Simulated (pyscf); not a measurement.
[HN=Si–NH₂]• + hydrogen (H₂) → H₂N–Si:–NH₂ [singlet] + H atom (H•), a hydrogen abstraction (doublet surface; H–H broken, H–N formed). Single points on ωB97X-D3(BJ)/def2-SVP structures (PySCF, gas phase). Energies in kJ/mol from the separated reactants.

Small-basis levels: PySCF, no dispersion term, spherical d functions. Open shells are spin-unrestricted. 

In single points BP86/6-31G* puts the saddle at 33.6 kJ/mol and the reaction energy at +34.1 kJ/mol. Should these be trusted to within a few kcal/mol? Compare with ωB97M-D3(BJ)/def2-TZVP.

ωB97M-D3(BJ)/def2-TZVP gives ΔE‡ = 51.4 kJ/mol and ΔE = -5.3 kJ/mol. BP86/6-31G* lies 17.8 kJ/mol under it in the barrier and 39.4 kJ/mol over it in the reaction energy, so on this step it does not hold to within 12.6 kJ/mol. At BP86/6-31G* this geometry lies under one side, so its ΔE‡ may be no barrier of that level. ωB97M-D3(BJ)/def2-TZVP has limits of its own. One saddle was located; it need not be the lowest between these sides. The angle at the transferred H is 177°.
